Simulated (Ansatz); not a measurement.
**SiNHO (singlet): wave-function methods side by side, cc-pVTZ**

One table from this session's results is given with a row withheld; the runs are named, their logs left out.

Computed with Ansatz 0.2.0, Gaussian basis. Level: cc-pVTZ, core rule «outside noble gas», up to 7 orbitals frozen.

To be run: UHF; CCSD(T) on RHF; CCSD(T) on UHF; BCCD(T) on RHF; CCSDT(Q) on RHF; CCSDT(Q) on UHF.

4 further runs of the same task are left out: 4 set aside as unsound or not needed.

### The geometry

The geometry is a PBE0/def2-TZVP stationary point (not a proven minimum).

4 atoms, charge 0, spin multiplicity 1.

Atoms are counted from 1 here; the program's logs count them from 0.

Bond lengths: O1–N2 1.332 Å, O1–H4 0.966 Å, N2–Si3 1.554 Å. Angles: N2–O1–H4 106.3°, O1–N2–Si3 173.8°.

The first run:

in.yaml reads:

```yaml
crystal:
  periodic: [false, false, false]
  atoms:
    - {symbol: O, position_ang: [-0.000007, -0.287198, 0.960799]}
    - {symbol: N, position_ang: [0.000023, -0.154683, -0.364392]}
    - {symbol: Si, position_ang: [-0.000004, -0.166852, -1.918552]}
    - {symbol: H, position_ang: [-0.000012, 0.608733, 1.322146]}
basis:
  gaussian: {orbitals: cc-pVTZ}
magnetization: {spin_polarized: true, initial_magnetization: 0}
hamiltonian: {xc: hf}
output: {orbitals: {seedname: orbitals}}
```

Command:

```bash
> ansatz run in.yaml --threads 1 --pin off --events-out ev --progress --plain --max-ram 2560MiB --backend cpu
```

Steps of the session up to this table: UHF; CCSD(T) on RHF; CCSD(T) on UHF; BCCD(T) on RHF; CCSDT(Q) on RHF; CCSDT(Q) on UHF.

One of the session's tables, all rows but one given; the rest of the session is left out.

```
   method  from RCCSDT(Q) (kcal/mol)
      RHF                    +368.27
      UHF                    +368.26
     RMP2                          ?
    RCCSD                     +19.64
 RCCSD(T)                      +1.74
  BCCD(T)                      +1.69
   RCCSDT                      +1.71
RCCSDT(Q)                          0
```

Estimate the missing values for RMP2.

The run gave: from RCCSDT(Q) (kcal/mol): +23.44. In the column «from RCCSDT(Q) (kcal/mol)» it lies between RCCSD (+19.64) and UHF (+368.26).

Not comparable, so not listed: CCSD(T) on UHF; CCSDT(Q) on UHF (they don't share determinant, frozen orbitals or solution with the rows shown, or repeat one).
